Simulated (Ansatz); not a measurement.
# Band gap of cubic perovskite BaTiO3 (cubic high-temperature phase): levels of theory against measurement

Reference value: 3.2 eV (measured, temperature not stated, not corrected to a static lattice; as tabulated in Matsushita et al. (2011), arXiv:1104.2769).

Problem. Which of these levels comes closest to the reference?
(A) PBE (Ansatz, a quantum-chemistry and plane-wave program)
(B) revPBE (Ansatz)
(C) HSE06+SOC (Ansatz)
(D) r²SCAN-D4 (Ansatz)

Solution. C, HSE06+SOC (Ansatz)

```csv
level (code),value (eV),cell (Å³/atom),difference (eV)
PBE (Ansatz),1.81,12.81,-1.39
revPBE (Ansatz),1.77,13.24,-1.43
r²SCAN-D4 (Ansatz),2.19,12.67,-1.01
HSE06+SOC (Ansatz),3.19 (indirect),12.81,-0.01
```

Of the ranked levels HSE06+SOC (-0.01 eV) comes nearest. Among them revPBE (-1.43 eV) misses by most. Of the ranked levels only HSE06+SOC lands within 0.5 eV.

Semilocal Kohn–Sham gaps run low as a rule, and all computed gaps are for a static lattice, while measured ones hold electron–phonon shifts unless said otherwise. Spin–orbit coupling is included only where a level's name says +SOC; with heavier elements it mostly lowers gaps and can invert bands.  revPBE, r²SCAN-D4: the relaxation could not lower the start's symmetry, so the cell can be a saddle point above a distorted one. Values are at the measured cell; revPBE at the level's own equilibrium cell; r²SCAN-D4 at the level's own relaxed cell. Cutoffs and k meshes differ between the levels. Ansatz's density-functional and Hartree–Fock values are scalar-relativistic unless marked +SOC, with PAW data made under PBE.

Differences are worked out from the printed values.
